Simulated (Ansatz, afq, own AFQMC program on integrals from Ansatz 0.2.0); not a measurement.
**Where AFQMC and coupled cluster stand for AlBH⁺, singlet**

```json
{"atom": "B", "x (Å)": "0.0000", "y (Å)": "-0.1388", "z (Å)": "1.5159"}
{"atom": "Al", "x (Å)": "0.0000", "y (Å)": "0.0968", "z (Å)": "-0.5473"}
{"atom": "H", "x (Å)": "0.0000", "y (Å)": "-1.1027", "z (Å)": "-1.6081"}
```

Connectivity, by distances: B–AlH.

Basis 6-31G. Only valence electrons are correlated. AFQMC by an in-house program on the Cholesky factors that Ansatz 0.2.0 writes for its CCSD(T) run. The CISD trial takes its coefficients from CCSD amplitudes. Released means that phaseless walkers are propagated on without the constraint, phases kept. Free projection: walkers drawn from exp(T), propagated without any constraint. Its projection time is finite, and what remains of the start isn't in its error. Error bars are statistical, one sigma.

Determinant: RHF, the one that the program's search chose, which needn't be the lowest solution. The geometry is a PBE0/def2-TZVP stationary point of this or a neighbouring charge and spin state.

Full CI on the same integrals is exact in this basis and with this determinant's frozen core.

Cautions: restricted determinant unstable towards unrestricted (UHF 783 meV lower, ⟨S²⟩ 0.89); strong correlation (T1 0.044, weight of the determinant 0.82, largest double 0.22); the released energy hasn't reached full CI (20 meV above it at 2.40 1/Eh), so no released level is given (meV from the phaseless value at times in 1/Eh: -2 ± 7 at 0.24, -9 ± 7 at 0.51, -7 ± 6 at 0.99, -13 ± 6 at 1.62, -18 ± 8 at 2.40).

The T1 diagnostic is 0.0439, the weight of the determinant in the CISD state is 0.823 and the size of the correlated space is 6 electrons in 18 orbitals.

```json
{"level": "MP2", "correlation energy (eV)": "-1.8347"}
{"level": "CCSD", "correlation energy (eV)": "-2.9753"}
{"level": "CCSD(T)", "correlation energy (eV)": "-3.0522"}
```

(1) Estimate where phaseless AFQMC with the Hartree–Fock trial lies against CCSD(T) on the same integrals.

(1) 22.2 ± 36.2 meV above CCSD(T). The gap is under twice the noise, so this walk alone can't tell the two apart.

Reference: full CI, correlation energy -3.087 eV.

| level | E − E(reference) (meV) | share of correlation (%) |
| --- | --- | --- |
| CCSD(T) | 34.7 | 98.88 |
| CCSDT | 12.9 | 99.58 |
| CCSDT(Q) | 3.2 | 99.90 |
| CCSDTQ | 0.2 | 99.99 |
| ph-AFQMC/HF | 56.9 ± 36.2 | 98.16 |
| ph-AFQMC/CISD | 38.2 ± 6.1 | 98.76 |
| free AFQMC | 5.7 ± 7.6 | 99.81 |

CCSDT and higher add their correlation energy to the determinant of the CCSD(T) run, since their own runs factorise the integrals more tightly (a shift of under 2 meV). Free projections are given only where their last times agree within the noise and don't stop above the reference; a slow remainder of the start can still hide under it. A walk keeps the symmetry of its determinant, which the program's search chose and which needn't be the lowest solution, so a lower state of the same spin and another symmetry isn't excluded.
